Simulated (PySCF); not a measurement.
# SH2: relaxation and vibrations of the singlet

The task is one start of a wider search on SH2: the singlet, from a bent start. It is relaxed, tested by its Hessian and followed downhill if it is a saddle.

Program: PySCF 2.14.0. Level of theory: PBE0, basis S def2-TZVP, H def2-TZVP, no relativity, density fitting. These are calculated values, not measurements.

## (1) Starting geometry

3 atoms, charge 0, spin multiplicity 1.

Bond lengths: S1–H2 1.350 Å, S1–H3 1.350 Å. Angles: H2–S1–H3 110.0°.

Coordinates in bohr (charge 0 multiplicity 1):
```
S     0.0000    0.0000    0.0000
H     2.0898    0.0000    1.4632
H    -2.0898    0.0000    1.4632
```

## (2) First SCF at the start

One driver script runs all steps and calls PySCF; scf.py shows how it sets up the SCF of each step. The optimiser is the driver's own. After this first run the driver tries any further starts and a stability analysis.

Contents of scf.py:

```python
from pyscf import gto, scf, dft
mol = gto.M(atom='''
S      0.000000     0.000000     0.000000
H      1.105900     0.000000     0.774300
H     -1.105900     0.000000     0.774300''',
    basis={'S': 'def2-TZVP', 'H': 'def2-TZVP'},
    charge=0, spin=0)
mf = dft.RKS(mol, xc='PBE0')
mf.grids.atom_grid = (50, 194)
aux = {'S': 'def2-universal-JKFIT', 'H': 'def2-universal-JKFIT'}
mf = mf.density_fit(auxbasis=aux)
mf.conv_tol = 1e-08
mf.diis_space = 10
mf.max_cycle = 60
mf.init_guess = 'minao'
mf.verbose = 4
mf.kernel()
```

Run with:

```console
> OMP_NUM_THREADS=2 python axn.py task.json out
```

Output:

```text
init E= -399.157318982087
  HOMO = -0.299384246657311  LUMO = -0.0167671654547625  gap/eV = 7.69040
cycle= 1 E= -399.240997411248  delta_E= -0.0837  |g|= 0.183  |ddm|= 1.07
  HOMO = -0.242744236908969  LUMO = 0.0152994239198776  gap/eV = 7.02173
cycle= 2 E= -399.245184349047  delta_E= -0.00419  |g|= 0.167  |ddm|= 0.381
  HOMO = -0.274224023007548  LUMO = 0.0104181137907062  gap/eV = 7.74551
cycle= 3 E= -399.253119697733  delta_E= -0.00794  |g|= 0.0148  |ddm|= 0.174
  HOMO = -0.274410953168204  LUMO = 0.0116324798219409  gap/eV = 7.78364
cycle= 4 E= -399.253134509331  delta_E= -1.48e-05  |g|= 0.00117  |ddm|= 0.00539
  HOMO = -0.274565673078914  LUMO = 0.0116363550389202  gap/eV = 7.78795
cycle= 5 E= -399.253134803355  delta_E= -2.94e-07  |g|= 0.000456  |ddm|= 0.00118
  HOMO = -0.274516651076681  LUMO = 0.0116762316659553  gap/eV = 7.78771
cycle= 6 E= -399.253134859479  delta_E= -5.61e-08  |g|= 9.21e-05  |ddm|= 0.000363
  HOMO = -0.274535760408021  LUMO = 0.0116600323472333  gap/eV = 7.78778
cycle= 7 E= -399.253134861679  delta_E= -2.2e-09  |g|= 4.88e-06  |ddm|= 9.15e-05
  HOMO = -0.274534097174303  LUMO = 0.0116616788983563  gap/eV = 7.78778
Extra cycle  E= -399.253134861688  delta_E= -8.64e-12  |g|= 2.84e-06  |ddm|= 8.61e-06
converged SCF energy = -399.253134861688
```

This step, with its further starts and checks, needed 1.6 s of wall time on 2 threads of Arm Neoverse V2, shared host.

Energies from each starting density:

| start | energy (Eh) |
| --- | --- |
| the minimal-basis guess | -399.253135 |
| a thermally smeared density | -399.253135 |
| a smeared PBE density | -399.253135 |

No lower closed-shell solution turned up from the other starts or in the test of internal stability.

## (3) Bent start, singlet: relaxation

The program finds C2v symmetry in the start, which this walk keeps.

Changes to scf.py since step 2:

```diff
@@ -3,3 +3,3 @@
-S      0.000000     0.000000     0.000000
-H      1.105900     0.000000     0.774300
-H     -1.105900     0.000000     0.774300''',
+S      0.000000     0.000000    -0.045920
+H      1.105900     0.000000     0.728380
+H     -1.105900     0.000000     0.728380''',
@@ -15 +14,0 @@
-mf.init_guess = 'minao'
```

Steps of the walk:

| step | energy (Eh) | change (kJ/mol) | largest symmetric gradient (Eh/bohr) |
| --- | --- | --- | --- |
| 0 | -399.253135 | 0.00 | 0.02612 |
| 1 | -399.260813 | -20.16 | 0.01377 |
| 2 | -399.261193 | -21.16 | 0.00126 |
| 3 | -399.261203 | -21.18 | 0.00011 |
| 4 | -399.261203 | -21.18 | 0.00000 |

The walk took 1.1 s.

Geometry (Å) and forces (eV/Å) at some steps:

```
step 0
S    0.000   0.000  -0.046   0.000   0.000  -1.343
H    1.106   0.000   0.728  -0.813   0.000   0.671
H   -1.106   0.000   0.728   0.813   0.000   0.671
step 1
S    0.000   0.000  -0.159   0.000   0.000   0.708
H    0.981   0.000   0.785  -0.373   0.000  -0.354
H   -0.981   0.000   0.785   0.373   0.000  -0.354
step 2
S    0.000   0.000  -0.148   0.000   0.000   0.055
H    0.972   0.000   0.779  -0.065   0.000  -0.027
H   -0.972   0.000   0.779   0.065   0.000  -0.027
step 3
S    0.000   0.000  -0.149   0.000   0.000  -0.005
H    0.967   0.000   0.780   0.003   0.000   0.003
H   -0.967   0.000   0.780  -0.003   0.000   0.003
step 4
S    0.000   0.000  -0.149   0.000   0.000   0.000
H    0.967   0.000   0.780   0.000   0.000   0.000
H   -0.967   0.000   0.780   0.000   0.000   0.000
```

After 4 steps and 21.2 kJ/mol it ends at C2v: S–H 1.341 Å (×2); H–S–H 92.3°.

## (4) Hessian and properties

On the finer grid the gradient is checked again; gradients at displacements of ±0.02 bohr then give force constants and infrared intensities.

Changes to scf.py since step 3:

```diff
@@ -3,3 +3,3 @@
-S      0.000000     0.000000    -0.045920
-H      1.105900     0.000000     0.728380
-H     -1.105900     0.000000     0.728380''',
+S     -0.000000     0.000000    -0.055096
+H      0.967481     0.000000     0.873935
+H     -0.967481     0.000000     0.873935''',
@@ -9 +9 @@
-mf.grids.atom_grid = (50, 194)
+mf.grids.atom_grid = (75, 302)
@@ -12 +12 @@
-mf.conv_tol = 1e-08
+mf.conv_tol = 1e-10
```

This SCF starts from the last density.

SCF at the final geometry:

```text
init E= -399.261211366126
  HOMO = -0.275024249106231  LUMO = 0.0216495334687975  gap/eV = 8.07290
cycle= 1 E= -399.261211366128  delta_E= -1.48e-12  |g|= 1.07e-06  |ddm|= 2.01e-06
  HOMO = -0.275023891837282  LUMO = 0.0216497289279653  gap/eV = 8.07290
Extra cycle  E= -399.261211366128  delta_E=    0  |g|= 9.87e-07  |ddm|= 1.84e-06
converged SCF energy = -399.261211366128
```

The whole step took 3.8 s.

Geometry: C2v; S–H 1.341 Å (×2); H–S–H 92.3°.

Harmonic modes (main isotopes):

```json
{"symmetry": "a1", "ω (cm⁻¹)": "1209", "IR (km/mol)": "0.1", "μ (u)": "1.04"}
{"symmetry": "a1", "ω (cm⁻¹)": "2725", "IR (km/mol)": "0.0", "μ (u)": "1.04"}
{"symmetry": "b2", "ω (cm⁻¹)": "2741", "IR (km/mol)": "0.0", "μ (u)": "1.04"}
```

All wavenumbers are real: a minimum.

Properties at this point:

```yaml
Dipole_moment: 1.16 D
Highest_occupied_level: -7.48 eV
Lowest_empty_level: 0.59 eV
Rotational_constants: 10.3, 8.935, 4.785 cm⁻¹
Zero-point_energy: 39.9 kJ/mol
Principal_polarisabilities: 14.8, 19.4, 20.2 bohr³
Atomisation_energy_without_zero-point_energy: 749 kJ/mol
Principal_traceless_quadrupole_moments_about_the_centre_of_mass: -3.86, 1.08, 2.78 D Å
Entropy_at_298.15_K_and_1_bar: 205.7 J/(mol K)
Heat_capacity_Cp_at_298.15_K: 34.1 J/(mol K)
Enthalpy_at_298.15_K_above_0_K: 9.96 kJ/mol
Rotational_symmetry_number: 2
```

Populations by atom (charges in e):

```tsv
atom	Mulliken	Löwdin	polar tensor	Mayer order to S1
S1	-0.35	-0.07	-0.12	–
H2,3	0.17	0.03	0.06	0.96
```

Mulliken populations on S1: s 5.85, p 10.40, d 0.09, f 0.01.

## (5) Stability of the closed shell

At the lowest minimum the closed shell is tested against spin polarisation, on the (50, 194) grid. It is stable.

## (6) Results

| quantity | value |
| --- | --- |
| minimum | singlet, C2v |
| geometry | S–H 1.341 Å (×2); H–S–H 92.3° |
| wavenumbers (cm⁻¹) | 1209 (a1), 2725 (a1), 2741 (b2) |
| dipole moment | 1.16 D |
| highest occupied, lowest empty level | -7.48, 0.59 eV |
| polar-tensor charge of S1 | -0.12 e |
| zero-point energy | 39.9 kJ/mol |
| entropy at 298.15 K | 205.7 J/(mol K) |
| atomisation energy (no zero-point energy) | 749 kJ/mol |

The molecule stays C2v, as typed, and the end point is a minimum. Other starts or spin states, not run here, may lie lower.

The search up to here needed 6.9 s of wall time on 2 threads of Arm Neoverse V2, shared host.
